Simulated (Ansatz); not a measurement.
# Ti (Ti, hcp): the cost of one run

Method: DFT revPBE, plane waves (420 eV) with PAW, scalar-relativistic; the PAW data stem from PBE, with regenerated cores, in Ansatz 0.2.0.

## Step 1: The structure to begin with

The structure is hexagonal, space group P6_3/mmc (No. 194). The conventional cell has a = 2.950 Å, b = 2.950 Å, c = 4.686 Å, α = 90.00°, β = 90.00°, γ = 120.00°. Ti (site symmetry -6m2) has 12 Ti at 2.90 to 2.95 Å as nearest neighbours.

Coordinates:

```cif
data_structure
_symmetry_space_group_name_H-M 'P 1'
_symmetry_Int_Tables_number 1
_cell_length_a 2.9500
_cell_length_b 2.9500
_cell_length_c 4.6860
_cell_angle_alpha 90.000
_cell_angle_beta 90.000
_cell_angle_gamma 120.000
_cell_volume 35.32
loop_
_atom_site_label
_atom_site_type_symbol
_atom_site_fract_x
_atom_site_fract_y
_atom_site_fract_z
_atom_site_occupancy
Ti1 Ti 0.33333 0.66667 0.25000 1
Ti2 Ti 0.66667 0.33333 0.75000 1
```

The atoms start with moments of +1 ×2 μB.

## Step 2: Relaxation of the cell

File input.yaml:

```yaml
crystal:
  lattice:
    - [2.9499978604, 0.0, 0.0]
    - [-1.4749989302, 2.5547730882, 0.0]
    - [0.0, 0.0, 4.686]
  atoms:
    - { symbol: Ti, position: [0.3333333333, 0.6666666667, 0.25], spin: 1.0 }
    - { symbol: Ti, position: [0.6666666667, 0.3333333333, 0.75], spin: 1.0 }
hamiltonian:
  xc: revpbe
  pseudopotentials:
    kind: paw
    azcp:
      Ti: "pseudopotentials/Ti.paw.azcp"
basis:
  ecutwfc: 420
  fft_grid_basis: typed
kpoints:
  mp_grid: { grid: [12, 12, 7], shift: [0, 0, 0] }
magnetization:
  spin_polarized: true
scf:
  occupations: { method: fermi_dirac, width: 0.05 }
relax:
  max_steps: 60
  f_tol: 0.01
  cell: {}
```

Q: Estimate wall time and peak memory on 4 threads of an Arm CPU, shared host.

About 8.3 s, with a peak of 0.37 GiB.
